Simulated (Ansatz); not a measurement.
**Structure relaxation of HfC3**

Computed with Ansatz, DFT PBE, scalar-relativistic, plane waves, PAW.

The start puts HfC3 on the Ni3Sn (D0_19) structure type (P6_3/mmc, No. 194), with Hf in place of Sn, C in place of Ni, at a guessed volume.

Input of the last, converged step (default PAW datasets):

```yaml
crystal:
  lattice:
    - [4.4511105903, 0.0, 0.0]
    - [-2.2255552951, 3.8547748462, 0.0]
    - [0.0, 0.0, 5.143937777]
  atoms:
    - { symbol: Hf, position: [0.3333333333, 0.6666666667, 0.25] }
    - { symbol: Hf, position: [0.6666666667, 0.3333333333, 0.75] }
    - { symbol: C, position: [0.8915495783, 0.7830991565, 0.25] }
    - { symbol: C, position: [0.1084504217, 0.8915495783, 0.75] }
    - { symbol: C, position: [0.2169008435, 0.1084504217, 0.25] }
    - { symbol: C, position: [0.1084504217, 0.2169008435, 0.75] }
    - { symbol: C, position: [0.8915495783, 0.1084504217, 0.25] }
    - { symbol: C, position: [0.7830991565, 0.8915495783, 0.75] }
basis:
  ecutwfc: 420
kpoints:
  mp_grid: { grid: [12, 12, 8] }
hamiltonian:
  xc: pbe
scf:
  occupations: { method: gaussian, width: 0.1 }
output:
  forces: true
  stress: true
  eigenvalues: true
  write_density: true
  write_potential: true
  elf: true
  volumetric_format: npy
relax:
  adjacent_minimum: "off"
  f_tol: 0.01
  max_steps: 80
  cell: { stress_tol: 0.05 }
```

Launched as:

```bash
ansatz run input.yaml --threads 1 --pin off --max-ram 2560MiB --backend cpu --events-out ev --progress --plain --runs-dir out
```

Time: 3.3 min on 1 thread of AMD EPYC 7R43 64-Core Processor (Zen 3), on a shared host, peak memory 0.62 GiB.

End of the output:

```
SCF converged after 5 iterations
Free energy (F): -32941.997994 eV
Harris-Foulkes:  -32941.997994 eV  (|F-HF|=7.28e-12)
Internal energy: -32941.994489 eV  (E = F + TS)
E sigma→0 (E₀):  -32941.996242 eV
Entropy (-TS):   -0.003505 eV (-0.438 meV/atom)
Fermi energy:    14.770104 eV
--- Per-component energies (eV) ---
  E_band       = -86.532346
  E_kinetic    = 1370.957906
  E_local      = -12298.944610  (includes V_loc(G=0)·N_el)
  E_nonlocal   = -2323.982159
  E_hartree    = 5617.324026
  E_xc         = -885.000072
  E_vxc        = -885.415495  (∫ρ·V_xc dr)
  E_paw        = -14445.284164  (= ΣΔE_a)
  E_vpaw       = 2816.204050  (= ΣTr[D̂ρ^β])
  E_aug_tail   = 0.000037  (compensation charges beyond the density's cutoff)
  E_ewald      = -9977.065453
  E_smearing   = -0.003505  (= −TS)
  E_closure    =  0.000000  (closes the sum)
  Σ components = -32941.997994   (vs F -32941.997994, Δ=0.00e0)
--- Forces (eV/Å), atoms counted from 1 ---
  atom   1  Hf     0.00000000     0.00000000     0.00000000
  atom   2  Hf     0.00000000     0.00000000     0.00000000
  atom   3  C      0.00000000    -0.00397341     0.00000000
  atom   4  C      0.00344107    -0.00198670     0.00000000
  atom   5  C      0.00344107     0.00198670     0.00000000
  atom   6  C      0.00000000     0.00397341     0.00000000
  atom   7  C     -0.00344107     0.00198670     0.00000000
  atom   8  C     -0.00344107    -0.00198670     0.00000000
  max |Σ_I F_I| component: 5.55e-17 eV/Å
--- Stress (GPa, compression-positive) ---
       -0.011307       0.000000       0.000000
        0.000000      -0.011307       0.000000
        0.000000       0.000000       0.042830
  P = ⅓ Tr σ = 0.0067 GPa (0.067 kbar)
--- Relaxed structure (5 steps of the walk, 4 accepted, 1 SCFs on fresh bases) ---
  F+E_penalty+E_count = -32941.99799397 eV   max|allowed force component| = 3.973e-3 eV/Å   (the final SCF, on the basis selected at the relaxed cell)
  cell:  # Å, volume = 88.7516 Å³
    - [4.449359, 0.000000, 0.000000]
    - [-2.224680, 3.853258, 0.000000]
    - [0.000000, 0.000000, 5.176674]
  atoms:
    - { symbol: Hf, position: [0.333333, 0.666667, 0.250000] }
    - { symbol: Hf, position: [0.666667, 0.333333, 0.75] }
    - { symbol: C, position: [0.891581, 0.783162, 0.250000] }
    - { symbol: C, position: [0.108419, 0.891581, 0.75] }
    - { symbol: C, position: [0.216838, 0.108419, 0.250000] }
    - { symbol: C, position: [0.108419, 0.216838, 0.75] }
    - { symbol: C, position: [0.891581, 0.108419, 0.250000] }
    - { symbol: C, position: [0.783162, 0.891581, 0.75] }
```

Absolute energies hang on the potentials; compare differences alone.

The result has space group P6_3/mmc (No. 194). Hf has 6 C at 2.27 Å; C has 2 C at 1.45 Å.

Against the elements it lies at 0.80 eV/atom. The zero of energy is the elements' standard structures at the same level; no fitted shifts are applied.

For metals, differences of a few meV/atom aren't resolved. Spin–orbit coupling is left out.

Symmetry constrained the relaxation, so the result can be a saddle point.